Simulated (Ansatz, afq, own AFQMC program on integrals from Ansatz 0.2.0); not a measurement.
# Re, sextet → Re, octet

A free Re atom.

E(octet, charge +0) − E(sextet, charge +0) at this geometry, on UHF and UHF determinants.

Basis def2-TZVPP with its core potentials. Only valence electrons are correlated. Integrals, coupled cluster, full CI and functionals: Ansatz 0.2.0; the random walks run on the same integrals in our own AFQMC program. The CISD trial takes its coefficients from CCSD amplitudes. Released means that phaseless walkers are propagated on without the constraint, phases kept. Uncertainties: one standard error, sampling alone. No spin–orbit coupling. The metal's outer-core s and p shells are frozen, which shifts wave-function levels against functionals. The errors of all members are added in quadrature.

No full CI on the walks' own integrals is used here; CCSDT(Q) serves as the reference and is uncertain by about the last step of the cluster series. Each member takes its own surest rung, up to full CI.

Errors are counted within def2-TZVPP, not against nature.

Cautions: no spin-orbit coupling; outer-core shells of the metal frozen; Re (sextet): the released energies are still falling, so no released level is given (meV from the phaseless value at times in 1/Eh: -9.0 ± 1.9 at 0.60, -12.6 ± 1.5 at 1.20, -12.4 ± 2.2 at 2.00, -16.3 ± 1.6 at 3.00, -20.8 ± 2.4 at 4.20), though the last usable value meets CCSDT(Q) within the noise, its ph-AFQMC/CISD value lies 16.5 ± 2.0 meV above CCSDT(Q); Re (octet): another spin lies lower.

Reference (CCSDT(Q)): 242.1 kJ/mol.

```json
{"level": "HF", "vertical spin gap (kJ/mol)": "115.5", "error against CCSDT(Q) (kJ/mol)": "-126.6"}
{"level": "MP2", "vertical spin gap (kJ/mol)": "225.6", "error against CCSDT(Q) (kJ/mol)": "-16.5"}
{"level": "CCSD", "vertical spin gap (kJ/mol)": "230.9", "error against CCSDT(Q) (kJ/mol)": "-11.2"}
{"level": "CCSD(T)", "vertical spin gap (kJ/mol)": "240.6", "error against CCSDT(Q) (kJ/mol)": "-1.5"}
{"level": "CCSDT", "vertical spin gap (kJ/mol)": "241.4", "error against CCSDT(Q) (kJ/mol)": "-0.7"}
{"level": "ph-AFQMC/HF", "vertical spin gap (kJ/mol)": "239.7 ± 2.0", "error against CCSDT(Q) (kJ/mol)": "-2.4 ± 2.0"}
{"level": "ph-AFQMC/CISD", "vertical spin gap (kJ/mol)": "241.0 ± 0.3", "error against CCSDT(Q) (kJ/mol)": "-1.1 ± 0.3"}
```

Correlation beyond CCSD(T) adds 1.5 kJ/mol. The perturbative (T) step is worth +9.6 kJ/mol.

A walk keeps the symmetry of its determinant, which the program's search chose and which needn't be the lowest solution, so a lower state of the same spin and another symmetry isn't excluded.
